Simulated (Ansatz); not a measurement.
Wavefunction ladder for `[AlH3-][OH+][SiH3]`

```xyz
10

Al    0.137   -1.670    0.150
O     0.166    0.081   -0.756
Si   -0.187    1.448    0.197
H     1.632   -2.200   -0.019
H    -1.037   -2.449   -0.599
H    -0.234   -0.905    1.522
H     0.338    0.205   -1.693
H     0.835    1.586    1.249
H    -1.559    1.338    0.725
H    -0.091    2.567   -0.777
```

Total charge 0; spin multiplicity 1. All single points use the PBE0-D4/def2-TZVP geometry. Frozen core, restricted reference, the Gaussian-basis code of Ansatz. CBS rows extrapolate triple and quadruple zeta.

```
      basis     HF (Eh)  MP2 corr.
   def2-SVP  -609.59006   -0.37739
 def2-TZVPP  -609.87781   -0.47723
 def2-QZVPP  -609.89886   -0.51367
cc-pV(D+d)Z  -609.82936   -0.38012
cc-pV(T+d)Z  -609.88282   -0.47826
cc-pV(Q+d)Z  -609.89712   -0.51400
```

(1) Estimate the CCSD correlation energy and the (T) correction in each basis where they were run (hartree).

## Answers

(1) 
| basis | CCSD corr. | (T) |
| --- | --- | --- |
| def2-SVP | -0.42718 | -0.00776 |
| def2-TZVPP | -0.52448 | -0.01461 |
| def2-QZVPP | -0.55481 | -0.01679 |
| CBS(def2) | -0.57728 | -0.01841 |
| cc-pV(D+d)Z | -0.43153 | -0.00806 |
| cc-pV(T+d)Z | -0.52500 | -0.01477 |
| cc-pV(Q+d)Z | -0.55520 | -0.01677 |
| CBS(cc) | -0.57671 | -0.01820 |
